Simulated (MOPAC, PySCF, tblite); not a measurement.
Ladder of methods for the band gap of zinc-blende AlP

Reference value: 2.54 eV (measured, zero-point renormalisation of 0.02 eV added back here (the table's ZPR column); inputs from Chen et al. (2018), doi:10.1103/physrevmaterials.2.073803).

```
level (code)                              value (eV)  cell (Å³/atom)
---------------------------------------  -----------  --------------
IPEA1-xTB (tblite)                              2.72           20.57
PM6 semi-empirical Hartree-Fock (MOPAC)         7.81           20.96
PBE (PySCF)                                      ___           20.38
PBE0 (PySCF)                             3.05 ± 0.03           20.38
Hartree–Fock (PySCF)                      8.06 ± 0.2           20.38
evGW@PBE (PySCF)                         2.86 ± 0.09           20.38
G0W0@Hartree–Fock (PySCF)                        ___           20.38
G0W0@PBE (PySCF)                         2.53 ± 0.07           20.38
G0W0@PBE0 (PySCF)                                ___           20.38
```

Problem. Some entries are withheld; supply them.

Solution. 
- PBE (PySCF), value (eV): 1.59 ± 0.03
- G0W0@Hartree–Fock (PySCF), value (eV): 3.96 ± 0.1
- G0W0@PBE0 (PySCF), value (eV): 2.98 ± 0.07

Errors against the reference: IPEA1-xTB +0.18 eV, PM6 semi-empirical Hartree-Fock (MOPAC) +5.27 eV, PBE -0.95 eV, PBE0 +0.51 eV, Hartree–Fock +5.52 eV, evGW@PBE +0.32 eV, G0W0@Hartree–Fock +1.42 eV, G0W0@PBE -0.01 eV, G0W0@PBE0 +0.44 eV.

Leaving aside IPEA1-xTB (doubt noted below), PM6 semi-empirical Hartree-Fock (MOPAC) (doubt noted below): Closest of the ranked levels: G0W0@PBE (-0.01 eV). Farthest off among them: Hartree–Fock (+5.52 eV). Of the ranked levels only G0W0@PBE lands within 0.2 eV.

Semilocal Kohn–Sham gaps run low as a rule, and all computed gaps are for a static lattice, while measured ones hold electron–phonon shifts unless said otherwise.  A ± on a computed value is a rough bar: the spread of its extrapolation, a floor set from checks against published values, or a statistical error. IPEA1-xTB, PM6 semi-empirical Hartree-Fock (MOPAC): the gap is read on the k mesh or supercell of the run alone and can be too large. IPEA1-xTB: this parameter set was refitted to ionisation energies, not structures. PM6 semi-empirical Hartree-Fock (MOPAC): the method was fitted mainly to molecules. PM6 semi-empirical Hartree-Fock (MOPAC): gaps of these semi-empirical methods are Hartree–Fock-like level differences, and their formation enthalpies are fitted 298 K values. Values are at the measured cell; IPEA1-xTB at the level's own equilibrium cell; PM6 semi-empirical Hartree-Fock (MOPAC) at the level's own equilibrium cell.

Differences are worked out from the printed values.
